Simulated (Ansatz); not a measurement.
Process, species as SMILES: CC[SiH3] + C (CH4) → CC (C2H6) [ethane] + C[SiH3] (CH6Si) [methylsilane]

Wanted: bond separation energy (enthalpy at 298 K), in kcal/mol. Set-up: frozen cores in correlated levels; no dispersion term unless named; 6-311+G** with 5d, 6d on Na to Ar in Ansatz (a program for electronic structure); non-relativistic; LANL2DZ with its own core potentials from Na on; spin-orbit terms left out; six Cartesian d functions in 6-31G* and its kin unless marked 5d. CBS marks a two-point X^-3 extrapolation of the correlation energy; Hartree-Fock from the larger set. The bracket is a focal-point correction in the basis named. Ab initio and DFT rows: single points at B3LYP-D3(BJ) geometries (Ansatz), with unscaled harmonic terms from B3LYP/6-31G* (Ansatz) at its own minima.

Coupled cluster (Ansatz) is a level with limits of its own, used here on species with T1 under 0.025 (0.045 for open shells) and stable references: RI-MP2/CBS(cc-pV(T+d)Z,cc-pV(Q+d)Z)+[CCSD(T)-MP2]/cc-pV(T+d)Z.

Value to compare with, RI-MP2/CBS(cc-pV(T+d)Z,cc-pV(Q+d)Z)+[CCSD(T)-MP2]/cc-pV(T+d)Z (Ansatz): -0.4 kcal/mol.

```tsv
level	program	bond separation energy (enthalpy at 298 K) (kcal/mol)	difference
B3LYP/STO-3G	Ansatz	-1.1	-0.7
B3LYP/3-21G	Ansatz	-0.6	-0.2
B3LYP/LANL2DZ	Ansatz	-1.2	-0.8
B3LYP/6-31G	Ansatz	-1.2	-0.8
B3LYP/6-31G*	Ansatz	-1.2	-0.8
B3LYP/6-31+G*	Ansatz	-1.1	-0.7
B3LYP/6-31G**	Ansatz	-1.2	-0.8
B3LYP/def2-SVP	Ansatz	-1.3	-0.9
B3LYP/cc-pVDZ	Ansatz	-1.3	-0.9
B3LYP/6-311+G**	Ansatz	-1.2	-0.8
B3LYP/def2-TZVPD	Ansatz	-1.3	-0.9
```

0 of the 10 habitual levels lie above RI-MP2/CBS(cc-pV(T+d)Z,cc-pV(Q+d)Z)+[CCSD(T)-MP2]/cc-pV(T+d)Z (Ansatz); their mean absolute difference is 0.7 kcal/mol, the median 0.8.

The sets are all those run for this method; left out are runs that failed, that the program found above a lower state of the same kind, or whose <S^2> lies over 0.5 above the pure value.
